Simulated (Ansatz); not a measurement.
Species, as SMILES: FF (F2).
Atoms: F1, F2. Bonds: F1-F2.

Basis-set convergence of the highest harmonic wavenumber at MP2 with Ansatz (a quantum-chemistry and plane-wave program). Each level at its own minimum, finite differences of forces, unscaled; the reference is a large set that could be run, not a limit. Cartesian d functions, on some or all atoms, in 6-31G**; all else is spherical. Cores are frozen. A restricted Hartree-Fock determinant is unstable towards unrestricted orbitals. No added dispersion term, no relativity. Reference: the value in def2-QZVPPD, 1005 cm⁻¹, itself unsure by roughly 3 cm⁻¹ (its mean distance from pcseg-3, def2-QZVPP, cc-pVQZ). Deviations are taken from unrounded values.

| basis | functions | highest harmonic wavenumber (cm⁻¹) | minus reference (cm⁻¹) |
|---|---|---|---|
| def2-SVP | 28 | 972 | -33 |
| 6-31G** | 30 | 1008 | 3 |
| 6-311G** | 36 | 918 | -87 |
| 6-311+G** | 44 | 899 | -106 |
| cc-pVTZ | 60 | 1017 | 12 |
| 6-311++G(3df,3pd) | 78 | 989 | -16 |
| jun-cc-pV(T+d)Z | 78 | 1005 | 1 |
| def2-TZVPPD | 80 | 1004 | -1 |
| cc-pCVTZ | 86 | 1020 | 15 |
| aug-pcseg-2 | 92 | 1003 | -2 |
| cc-pVQZ | 110 | 1007 | 2 |
| def2-QZVPP | 114 | 1004 | 0 |
| def2-QZVPPD | 132 | 1005 | 0 |
